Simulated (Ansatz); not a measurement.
```yaml
crystal:
  periodic: [false, false, false]
  atoms:
    - {symbol: C, position_ang: [-1.099789, 1.394847, 0.093508]}
    - {symbol: N, position_ang: [-0.840024, 0.262208, -0.268065]}
    - {symbol: C, position_ang: [0.290671, -0.127612, 0.075648]}
    - {symbol: C, position_ang: [0.908781, -1.664016, -0.431726]}
    - {symbol: F, position_ang: [1.419731, 0.434800, 0.800114]}
    - {symbol: H, position_ang: [-1.596725, 2.141280, -0.800400]}
    - {symbol: H, position_ang: [-0.594093, 1.922011, 0.587819]}
    - {symbol: H, position_ang: [-2.097628, 1.454704, 0.957317]}
    - {symbol: H, position_ang: [1.291775, -2.157328, 0.498127]}
    - {symbol: H, position_ang: [1.727630, -1.385015, -0.855428]}
    - {symbol: H, position_ang: [0.070596, -2.159294, -0.770377]}
basis:
  gaussian: {orbitals: def2-TZVPD}
hamiltonian: {xc: {name: HF}}
correlation: {electrons: outside_noble_gas, diis_vectors: 4}
relax: {f_tol: 0.001, max_steps: 1}
```

```sh
$ ansatz run in.yaml --threads 4 --pin off --events-out ev --progress --plain --max-ram 10444MiB
```

Problem. How does Ansatz answer? (Estimate.)

Solution. The calculation gave: The program refused the input.
```
Error: invalid value for `correlation`: name a method or an active space
```
